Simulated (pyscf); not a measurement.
`[SiH3]` [doublet] + `[FH]` → `[F][SiH3]` + `[H]` [doublet], an atom transfer (doublet surface; F–H broken, F–Si formed). Optimised with ωB97X-D3(BJ)/def2-SVP in PySCF. MP2 and CC: frozen core, UHF for open shells. ΔMP2 is the change of the MP2 total energy from the triple- to the quadruple-zeta basis. Energies in kcal/mol from the separated reactants.

Small-basis levels: PySCF, no dispersion term, spherical d functions. AM1 to PM7: differences of heats of formation from MOPAC. Open shells are spin-unrestricted. 

```tsv
level	barrier	reaction energy
HF/STO-3G	24.1	-6.4
HF/6-31G*	___	-23.7
SVWN5/6-31G*	1.3	-18.4
BP86/6-31G*	___	-14.7
B3LYP/STO-3G	-5.3	-11.4
AM1	64.7	+10.1
PM3	40.3	-4.5
CCSD(T)/def2-TZVPP + ΔMP2(QZVPP)	___	-11.8
```

Task: Complete the blanks.

Result: 
- HF/6-31G*, barrier: 36.0
- BP86/6-31G*, barrier: 10.7
- CCSD(T)/def2-TZVPP + ΔMP2(QZVPP), barrier: 25.8

Against the last row the barrier runs from -31.1 (B3LYP/STO-3G) to +38.9 kcal/mol (AM1); HF/STO-3G happens to lie closest here (1.7 kcal/mol apart). At B3LYP/STO-3G this geometry lies under one side, so the entry may be no barrier of that level: it is a single point on another level's saddle. CCSD(T)/def2-TZVPP + ΔMP2(QZVPP) has limits of its own. At the saddle there is also a short H–Si contact that neither side keeps. One saddle was located; it need not be the lowest between these sides. The angle at the transferred F is 55°: a side-on saddle, likely not the lowest. The CCSD(T) − MP2 part came from Ansatz, without density fitting, on the same reference.
